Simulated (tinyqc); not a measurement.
Inside a calculation. Method: Pariser-Parr-Pople SCF with singles CI, for the molecule C=CC=C (SMILES; centres numbered as the heavy atoms are written). One step of it, computed by the program tinyqc.

Task: PPP integrals. Ohno: gamma = 14.399645/sqrt(R^2 + a^2), a = 2 x 14.399645/(gamma_rr + gamma_ss); H_rr = -W_r - sum_(s != r) z_s gamma_rs; H_rs = beta for bonds.

Centres (angstrom, eV; a flat drawing with bonds scaled to 1.40 angstrom):
```
centre          x          y  core charge z          W   gamma_rr
1C      -1.848000  -0.127000              1  11.980000  12.620000
2C      -0.559000   0.421000              1  11.980000  12.620000
3C       0.559000  -0.421000              1  11.980000  12.620000
4C       1.848000   0.127000              1  11.980000  12.620000
```

Resonance integrals (eV):
```
i  j       beta
1  2  -2.580000
2  3  -2.580000
3  4  -2.580000
```

Give: repulsion gamma_rs; core matrix H.

Result:

repulsion gamma_rs (eV):
```
         1C       2C       3C       4C
1C  12.6200   7.9706   5.3731   3.7146
2C   7.9706  12.6200   7.9742   5.3731
3C   5.3731   7.9742  12.6200   7.9706
4C   3.7146   5.3731   7.9706  12.6200
```

core matrix H (eV):
```
          1C        2C        3C        4C
1C  -29.0384   -2.5800    0.0000    0.0000
2C   -2.5800  -33.2980   -2.5800    0.0000
3C    0.0000   -2.5800  -33.2980   -2.5800
4C    0.0000    0.0000   -2.5800  -29.0384
```
